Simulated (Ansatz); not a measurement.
Reaction (atomization): `C/C(Cl)=C/CF` → 4 C• + Cl• + F• + 6 H•

Gas-phase electronic energies from Ansatz, PBE0-D4/def2-TZVP geometries. CCSD(T)/CBS is the MP2 limit (def2-TZVPP, def2-QZVPP) plus CCSD(T) − MP2 in def2-TZVPP, frozen cores. This one scheme is used for every species, atoms too. DFT in def2-TZVPP. No spin–orbit coupling; open shells (•) take unrestricted orbitals. Spin–orbit coupling would lower the free atoms: a little for C, Cl, F. Each species was taken in one conformer, which may not be the lowest.

```
          level  ΔE (eV)  difference from CCSD(T)/CBS
     r2SCAN0-D4    49.12                        -0.48
       BHLYP-D4    48.04                        -1.56
         B2PLYP    49.16                        -0.44
            PBE    50.95                         1.35
         revPBE    49.04                        -0.56
           BLYP    49.06                        -0.54
         r2SCAN    49.84                         0.24
        r2SCANh    49.51                        -0.09
CCSD/def2-TZVPP    47.58                        -2.02
  HF/def2-QZVPP    36.43                       -13.17
    CCSD(T)/CBS    49.60                            0
```

Largest T1 diagnostic among the species: 0.010.

Leaving LDA and LC-ωPBE aside and taking each functional with its dispersion term where it has one, the values, not all of them listed here, spread over 3.16 eV, from BHLYP-D4 to PBE-D4. LDA lies +6.58 eV from PBE without D4, its usual overbinding. From PBE to PBE0 (25 % exact exchange), in def2-TZVPP and without D4, ΔE moves by −0.98 eV: exact exchange takes away binding that semilocal exchange gives to molecules.

For atomizations the MP2-based limit and the directly extrapolated one differ by several kJ/mol either way, and by 10 to 25 for some Ge, Se and Sn compounds, so smaller differences from it don't rank the levels.
